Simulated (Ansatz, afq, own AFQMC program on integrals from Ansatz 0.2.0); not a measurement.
## AuSiH$_{3}$, singlet → AuSiH$_{3}$⁺, doublet

```xyz
5

Au   -0.3188    0.0021    0.0018
Si    1.9697   -0.0127   -0.0110
H     2.4639   -1.4148   -0.0088
H     2.4842    0.6879    1.1951
H     2.4705    0.6792   -1.2279
```

Connectivity, by distances: Au–SiH3.

E(doublet, charge +1) − E(singlet, charge +0) at this geometry, on RHF and UHF determinants.

Basis def2-SVP with its core potentials. Noble-gas cores (and the filled d shells of Ga–Kr and In–Xe) are frozen. Integrals, coupled cluster, full CI and functionals: Ansatz 0.2.0; the random walks run on the same integrals in our own AFQMC program. The CISD trial takes its coefficients from CCSD amplitudes. Released means that phaseless walkers are propagated on without the constraint, phases kept. Uncertainties: one standard error, sampling alone. No spin–orbit coupling. The metal's outer-core s and p shells are frozen, which shifts wave-function levels against functionals. The errors of all members are added in quadrature.

No full CI on the walks' own integrals is used here; CCSDT(Q) serves as the reference and is uncertain by about the last step of the cluster series. Each member takes its own surest rung, up to full CI.

Errors are counted within def2-SVP, not against nature.

Cautions: no spin-orbit coupling; outer-core shells of the metal frozen; AuSiH₃⁺ (doublet): higher spins were not checked, the released energies move by 1.5 errors or more from one time to the next, so no released level is given (meV from the phaseless value at times in 1/Eh: -8 ± 5 at 0.24, -10 ± 4 at 0.60, -3 ± 6 at 1.20, -1 ± 9 at 1.80, -21 ± 8 at 2.60), though the last usable value meets CCSDT(Q) within the noise.

```csv
level,vertical ionization energy (eV)
CCSD,9.425
HF,8.291
```

(1) From these cheaper values, estimate the vertical ionization energy at the reference level in def2-SVP.

(1) 9.474 eV (CCSDT(Q) in def2-SVP).

```json
{"level": "MP2", "vertical ionization energy (eV)": "9.672", "error against CCSDT(Q) (eV)": "0.198"}
{"level": "CCSD(T)", "vertical ionization energy (eV)": "9.480", "error against CCSDT(Q) (eV)": "0.006"}
{"level": "CCSDT", "vertical ionization energy (eV)": "9.470", "error against CCSDT(Q) (eV)": "-0.004"}
{"level": "ph-AFQMC/HF", "vertical ionization energy (eV)": "9.568 ± 0.046", "error against CCSDT(Q) (eV)": "0.094 ± 0.046"}
{"level": "ph-AFQMC/CISD", "vertical ionization energy (eV)": "9.486 ± 0.008", "error against CCSDT(Q) (eV)": "0.012 ± 0.008"}
```

Correlation beyond CCSD(T) takes off 0.006 eV. The perturbative (T) step is worth +0.054 eV.

A walk keeps the symmetry of its determinant, which the program's search chose and which needn't be the lowest solution, so a lower state of the same spin and another symmetry isn't excluded.
